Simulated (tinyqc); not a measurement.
A ladder of methods, and size consistency: correlation methods against full CI in the sto-3g basis, for NH3, spin multiplicity 1. Computed by the program tinyqc with PySCF. All electrons correlated; +Q is the Davidson correction (1 - c0^2) E_corr. The last columns treat two copies 100 angstrom apart as one system. FCI is the lowest singlet.

Geometry (angstrom):
```
atom,x,y,z
N,0.0000,0.0000,0.0460
H,0.9940,0.0000,0.0000
H,-0.4970,0.8610,0.0000
H,-0.4970,-0.8610,0.0000
```

RHF energy of one = -55.437700 hartree

Correlation energies (hartree):
```
method,E_corr of one,share of FCI (%),E_corr of two at 100 angstrom,two minus twice one (mhartree)
MP2,-0.04240,72.895,-0.08480,0.000
CISD,-0.05684,97.722,-0.11074,2.945
CISD+Q,-0.05840,100.392,-0.11633,0.462
CCSD,-0.05784,99.430,-0.11567,0.000
CCSD(T),-0.05805,99.801,-0.11611,0.000
FCI,-0.05817,100.000,-,-
```

What does the comparison show, and why?

MP2 recovers 73 %, CISD 97.7 % and CCSD 99.4 % of the FCI value (c0^2 = 0.973 in CISD). MP2 and coupled cluster are size consistent, so their last column vanishes; CISD loses 2.94 mhartree, since a double excitation on each copy is a quadruple of the pair, and the Davidson correction leaves +0.46.
